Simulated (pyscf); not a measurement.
Routes from H₃C–CH₂–OH (SMILES CCO)

Candidate steps break at most two bonds and form at most two. Each was searched with GFN2-xTB (tblite) first. Optimised with ωB97X-D3(BJ)/def2-SVP in PySCF. Correlated levels are frozen-core, on RHF or UHF. ΔMP2 is the change of the MP2 total energy from the triple- to the quadruple-zeta basis. Energies: CCSD(T)/def2-TZVPP + ΔMP2(QZVPP), kcal/mol, from the reactant's lowest minimum found, singlet surface.

| products | type | ΔE‡ | ΔE | ΔG‡ 298 K | ΔG‡ 900 K | ν‡ (cm⁻¹) |
|---|---|---|---|---|---|---|
| H₂C=CH₂ + H₂O | elimination | 71.0 | +14.0 | 66.0 | 66.0 | 1921i |
| CH₄ + H₂C=O | elimination | 97.0 | +16.0 | 92.4 | 93.5 | 1512i |

Plain bond fissions and candidates not yet searched are not listed, and one of them may be faster. Each barrier is that of the saddle found; lower ones may exist. The CCSD(T) − MP2 part came from Ansatz, without density fitting, on the same reference.
